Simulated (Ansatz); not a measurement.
**MRCISD+Q(relaxed)(10,6)/3-21G (sfX2C) run of C2H7N (ethanamine)**

What is the energy change on altering one bond length of C2H7N (ethanamine) at MRCISD+Q(relaxed)(10,6)/3-21G (sfX2C)? 

Program for the calculation: Ansatz 0.2.0.

7 further runs of the same task are left out: 7 set aside as unsound or not needed.

## (1) The system as given

The species is C2H7N (10 atoms), meant as a singlet with charge 0. As SMILES, `CCN`. The shape is that of a PBE0-D4/def2-TZVP optimisation. This is one conformer, not always the lowest.

Bond lengths: C1–C2 1.521 Å, C2–N3 1.454 Å, C1–H4 1.094 Å, C1–H5 1.094 Å, C1–H6 1.094 Å, C2–H7 1.095 Å, C2–H8 1.095 Å, N3–H9 1.013 Å, N3–H10 1.013 Å. Some angles: C1–C2–N3 115.8°, C1–C2–H7 109.6°, C1–C2–H8 109.6°, N3–C2–H7 107.7°, N3–C2–H8 107.7°, C2–C1–H4 111.5°, C2–C1–H5 110.9°, C2–C1–H6 110.9°, C2–N3–H9 110.3°, C2–N3–H10 110.3°.

## (2) The energy at MRCISD+Q(relaxed)(10,6)/3-21G (sfX2C)

Contents of job.yaml:

```yaml
crystal:
  periodic: [false, false, false]
  atoms:
    - symbol: C
      position_ang: [-0.786000, 0.493000, -0.521100]
    - symbol: C
      position_ang: [0.079100, -0.652700, -0.018000]
    - symbol: N
      position_ang: [1.196800, -0.274900, 0.831400]
    - symbol: H
      position_ang: [-1.603400, 0.130900, -1.151600]
    - symbol: H
      position_ang: [-0.194800, 1.198600, -1.112400]
    - symbol: H
      position_ang: [-1.227000, 1.045500, 0.313900]
    - symbol: H
      position_ang: [0.480900, -1.211500, -0.869300]
    - symbol: H
      position_ang: [-0.539300, -1.362800, 0.540400]
    - symbol: H
      position_ang: [0.864200, 0.221000, 1.650200]
    - symbol: H
      position_ang: [1.812700, 0.361800, 0.339500]
basis:
  gaussian:
    orbitals: 3-21G.json
correlation:
  method: fic_mrcisd_q_relaxed
  active_space:
    window: {electrons: 10, orbitals: 6}
  electrons: outside_noble_gas
output:
  orbitals: {seedname: orbitals}
hamiltonian:
  pseudopotentials:
    relativity: scalar
accuracy: high
```

The basis set 3-21G is read from a file made from the Basis Set Exchange's data (not shown).

Run with:

```
$ ansatz run job.yaml --threads 1 --pin off --max-ram 2610MiB --events-out events.jsonl --progress --plain --runs-dir runs
```

Log, shortened:

```text
Warning: RAYON_NUM_THREADS=1 ignored (pool sized by the plan → 1); use --threads N
Functional definition: HF
  name "HF"
[...]
1019 factors; integrals over basis functions are off by at most 7.7e-9 eV
[...]
mean field -3634.16162786 eV, -133.5529765005 hartree, gradient 1.1e-8 eV, S^2 0.000000; 0 other end points of the search recorded, 0 dependent functions left out
reference -3634.16162786 eV, -133.5529765005 hartree; 13, 13 occupied and 28, 28 virtual orbitals, 1019 factors
state -3634.67359792 eV, -133.5717910532 hartree
contracted CI cycle   1: correlation 0.00000000 eV, 0.0000000000 hartree, residual 2.55e1 eV
contracted CI cycle   2: correlation -7.32738658 eV, -0.2692764901 hartree, residual 4.83e0 eV
contracted CI cycle   3: correlation -7.62004568 eV, -0.2800315137 hartree, residual 1.54e0 eV
contracted CI cycle   4: correlation -7.64970272 eV, -0.2811213897 hartree, residual 4.90e-1 eV
contracted CI cycle   5: correlation -7.65300014 eV, -0.2812425679 hartree, residual 1.16e-1 eV
contracted CI cycle   6: correlation -7.65320856 eV, -0.2812502272 hartree, residual 3.40e-2 eV
contracted CI cycle   7: correlation -7.65322512 eV, -0.2812508355 hartree, residual 1.14e-2 eV
contracted CI cycle   8: correlation -7.65322705 eV, -0.2812509064 hartree, residual 3.70e-3 eV
contracted CI cycle   9: correlation -7.65322727 eV, -0.2812509145 hartree, residual 1.32e-3 eV
contracted CI cycle  10: correlation -7.65322729 eV, -0.2812509155 hartree, residual 4.78e-4 eV
contracted CI cycle  11: correlation -7.65322730 eV, -0.2812509157 hartree, residual 1.68e-4 eV
[...]
contracted CI cycle   3: correlation -7.68898508 eV, -0.2825649900 hartree, residual 1.26e0 eV
contracted CI cycle   4: correlation -7.71153404 eV, -0.2833936490 hartree, residual 4.35e-1 eV
contracted CI cycle   5: correlation -7.71416564 eV, -0.2834903583 hartree, residual 1.19e-1 eV
contracted CI cycle   6: correlation -7.71438452 eV, -0.2834984022 hartree, residual 3.72e-2 eV
contracted CI cycle   7: correlation -7.71440450 eV, -0.2834991362 hartree, residual 1.42e-2 eV
contracted CI cycle   8: correlation -7.71440777 eV, -0.2834992567 hartree, residual 5.25e-3 eV
contracted CI cycle   9: correlation -7.71440828 eV, -0.2834992754 hartree, residual 1.90e-3 eV
contracted CI cycle  10: correlation -7.71440834 eV, -0.2834992775 hartree, residual 7.26e-4 eV
contracted CI cycle  11: correlation -7.71440835 eV, -0.2834992778 hartree, residual 2.80e-4 eV
contracted CI cycle  12: correlation -7.71440835 eV, -0.2834992778 hartree, residual 8.72e-5 eV
contracted CI cycle  13: correlation -7.71440835 eV, -0.2834992778 hartree, residual 2.87e-5 eV
contracted CI cycle  14: correlation -7.71440835 eV, -0.2834992778 hartree, residual 8.79e-6 eV
contracted CI cycle  15: correlation -7.71440835 eV, -0.2834992778 hartree, residual 2.54e-6 eV
state -3634.59948774 eV, -133.5690675543 hartree; corrected -3643.11150463 eV, -133.8818784054 hartree
state -3634.65234749 eV, -133.5710101144 hartree; corrected -3643.12513959 eV, -133.8823794811 hartree
WARN: 1 active orbitals are nearly empty or full. The corrections depend on them more than the energy does, and are more stable in an active space without them
WARN: the results are in doubt because another end's mean lies 0.021 eV lower, and its corrected mean 0.007 eV higher
Total energy: -3643.12513959 eV, -133.8823794811 hartree
Relativity: scalar
In doubt: another end's mean lies 0.021 eV lower, and its corrected mean 0.007 eV higher
```

Wall time 7.5 s (1 thread of Intel Xeon 6975P-C (Granite Rapids), shared host).

## (3) The distorted shape at the same level

Contents of job.yaml:

```yaml
crystal:
  periodic: [false, false, false]
  atoms:
    - symbol: C
      position_ang: [-1.022469, 0.210773, -0.284591]
    - symbol: C
      position_ang: [-0.157369, -0.934927, 0.218509]
    - symbol: N
      position_ang: [0.960331, -0.557127, 1.067909]
    - symbol: H
      position_ang: [-1.839869, -0.151327, -0.915091]
    - symbol: H
      position_ang: [-0.194800, 1.198600, -1.112400]
    - symbol: H
      position_ang: [-1.463469, 0.763273, 0.550409]
    - symbol: H
      position_ang: [0.244431, -1.493727, -0.632791]
    - symbol: H
      position_ang: [-0.775769, -1.645027, 0.776909]
    - symbol: H
      position_ang: [0.627731, -0.061227, 1.886709]
    - symbol: H
      position_ang: [1.576231, 0.079573, 0.576009]
basis:
  gaussian:
    orbitals: 3-21G.json
correlation:
  method: fic_mrcisd_q_relaxed
  active_space:
    window: {electrons: 10, orbitals: 6}
  electrons: outside_noble_gas
output:
  orbitals: {seedname: orbitals}
hamiltonian:
  pseudopotentials:
    relativity: scalar
accuracy: high
```

The basis set 3-21G is read from a file made from the Basis Set Exchange's data (not shown).

Run with:

```
$ ansatz run job.yaml --threads 1 --pin off --max-ram 2610MiB --events-out events.jsonl --progress --plain --runs-dir runs
```

Log, shortened:

```text
Warning: RAYON_NUM_THREADS=1 ignored (pool sized by the plan → 1); use --threads N
[... 2 set-up lines as earlier in the session ...]
[...]
1021 factors; integrals over basis functions are off by at most 6.1e-9 eV
[...]
mean field -3632.48645597 eV, -133.4914150692 hartree, gradient 8.8e-9 eV, S^2 0.000000; 0 other end points of the search recorded, 0 dependent functions left out
reference -3632.48645597 eV, -133.4914150692 hartree; 13, 13 occupied and 28, 28 virtual orbitals, 1021 factors
state -3633.31065123 eV, -133.5217036862 hartree
contracted CI cycle   1: correlation 0.00000000 eV, 0.0000000000 hartree, residual 2.56e1 eV
contracted CI cycle   2: correlation -7.31640823 eV, -0.2688730434 hartree, residual 4.78e0 eV
contracted CI cycle   3: correlation -7.62877662 eV, -0.2803523698 hartree, residual 1.39e0 eV
contracted CI cycle   4: correlation -7.65701997 eV, -0.2813902939 hartree, residual 4.94e-1 eV
contracted CI cycle   5: correlation -7.66059694 eV, -0.2815217450 hartree, residual 1.24e-1 eV
contracted CI cycle   6: correlation -7.66083024 eV, -0.2815303185 hartree, residual 3.35e-2 eV
contracted CI cycle   7: correlation -7.66084687 eV, -0.2815309298 hartree, residual 9.36e-3 eV
contracted CI cycle   8: correlation -7.66084817 eV, -0.2815309777 hartree, residual 2.91e-3 eV
contracted CI cycle   9: correlation -7.66084830 eV, -0.2815309825 hartree, residual 8.93e-4 eV
contracted CI cycle  10: correlation -7.66084832 eV, -0.2815309829 hartree, residual 2.69e-4 eV
contracted CI cycle  11: correlation -7.66084832 eV, -0.2815309829 hartree, residual 8.88e-5 eV
contracted CI cycle  12: correlation -7.66084832 eV, -0.2815309830 hartree, residual 3.00e-5 eV
contracted CI cycle  13: correlation -7.66084832 eV, -0.2815309830 hartree, residual 1.11e-5 eV
contracted CI cycle  14: correlation -7.66084832 eV, -0.2815309830 hartree, residual 4.07e-6 eV
state -3633.31065123 eV, -133.5217036862 hartree; corrected -3641.76755661 eV, -133.8324892266 hartree
WARN: 1 active orbitals are nearly empty or full. The corrections depend on them more than the energy does, and are more stable in an active space without them
Total energy: -3641.76755661 eV, -133.8324892266 hartree
Relativity: scalar
```

It took 1.8 s on 1 thread of Intel Xeon 6975P-C (Granite Rapids), shared host.

## (4) Results

Level: MRCISD+Q(relaxed)(10,6)/3-21G (sfX2C).

| quantity | value |
| --- | --- |
| first shape: total energy | -133.88238 Eh |
| distorted shape: total energy | -133.83249 Eh |
| energy change with the C1–H5 bond stretched from 1.094 to 1.532 Å | 1.358 eV |

In words: With the C1–H5 bond stretched from 1.094 to 1.532 Å the energy rises by 1.36 eV (131 kJ/mol). The first shape isn't relaxed at this level, so the change isn't measured from a minimum.
